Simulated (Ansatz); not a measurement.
We consider BiSeBr (Pnma, No. 62; cell taken from a computed entry), described by PBEsol (plane waves, PAW; Ansatz, a program for electronic structure).

Numerical settings: plane-wave cutoff 520 eV, 4×8×4 k mesh (along the axes of the cell as run), Fermi–Dirac smearing 0.01 eV, scalar-relativistic PAW data made under PBE.

Cell (relaxed with PBEsol):

BiBrSe is taken in the orthorhombic space group Pnma (No. 62), Pearson symbol oP12. Cell: a = 8.0220 Å, b = 4.0682 Å, c = 10.8672 Å, α = β = γ = 90.00°. Bi on 4c is coordinated by 3 Se at 2.744–2.827 Å and 2 Br at 3.051 Å (square pyramidal). Se on 4c has 3 Bi at 2.744–2.827 Å (trigonal pyramidal). Br on 4c is surrounded by 2 Bi at 3.051 Å (bent). (Neighbours: up to the widest gap in distance over summed covalent radii, below 1.35, at either atom; cation-cation and far metal-metal contacts left out.)

What does this level give for the band gap, smallest direct gap on the k points sampled and Γ–Γ gap?


band gap: 1.52 eV
smallest direct gap on the k points sampled: 1.56 eV
Γ–Γ gap: 1.76 eV

Measured, for comparison: band gap 1.5 eV (temperature not stated, the source names no phase, not corrected to a static lattice, literature value quoted in the introduction; as tabulated in Shi et al. (2016), doi:10.1103/physrevb.93.104108).

Note: this cell isn't known to be the ambient phase, and symmetry holds it in the calculation.

Spin–orbit coupling is not included; with these elements it can move the gap by several tenths of an eV or more.

The computed numbers hold no vibrational or temperature effects.

It cost around 12 core-minutes (rough) of CPU time.
